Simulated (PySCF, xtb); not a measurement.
# C3HP: which of two isomers lies lower

Structure I: `[C]=CC#P`, a singlet. Structure II: `C1=C2P=C12`, a singlet. Both are isolated molecules in the gas phase, relaxed with B3LYP/6-31G*.

Which of the two would you expect CCSD(T)/def2-SVP + ΔMP2/def2-TZVPP electronic energies to favour?

CCSD(T)/def2-SVP + ΔMP2/def2-TZVPP gives E(II) − E(I) = −0.028 eV, slightly favouring structure II, which is too small a margin to settle the true order.

How the difference moves with the method:

| level | geometry | E(II) − E(I) (eV) | departure from the last row (eV) | job, with rough time for the two |
| --- | --- | --- | --- | --- |
| GFN2-xTB | GFN2-xTB | −0.273 | −0.245 | optimisation, 0.14 s |
| HF/STO-3G | GFN2-xTB | +0.254 | +0.282 | single point, 1.6 s |
| r2SCAN-D4/def2-SVP | GFN2-xTB | −0.065 | −0.037 | single point, 9.3 s |
| B3LYP/6-31G* | B3LYP/6-31G* | −0.081 | −0.053 | optimisation, 44 s |
| HF/def2-SVP | B3LYP/6-31G* | +0.260 | +0.288 | part of the CCSD(T) run |
| MP2/def2-SVP | B3LYP/6-31G* | +0.024 | +0.052 | part of the CCSD(T) run |
| CCSD(T)/def2-SVP | B3LYP/6-31G* | +0.119 | +0.147 | single point |
| CCSD(T)/def2-SVP + ΔMP2/def2-TZVPP | B3LYP/6-31G* | −0.028 |  | single point, 20 s |

As drawn, II has 1 C–P, 1 C=P, 1 C–C in place of 1 C≡P. Structure I has no ring, II 2 3-membered rings.

The largest departure from CCSD(T)/def2-SVP + ΔMP2/def2-TZVPP is that of HF/def2-SVP, 0.288 eV. The last row adds to CCSD(T) the change of the MP2 difference between the two basis sets, here −0.147 eV, a large step that makes the value less sure.

With thermal terms from frequencies at re-optimised GFN2-xTB minima (ideal gas, soft modes damped towards free rotors, one conformer each, 298.15 K, 1 atm): the zero-point term adds +0.070 eV; ΔH is +0.022 and ΔG +0.060 eV.

The T1 diagnostic of structure II is large, so the coupled-cluster value is less sure. The correlated steps freeze 8 core orbitals. Codes used: PySCF 2.14.0, xtb 6.7.1 (Pople sets with spherical d functions); the last row on 2 threads of Arm Neoverse V1 on a shared host.
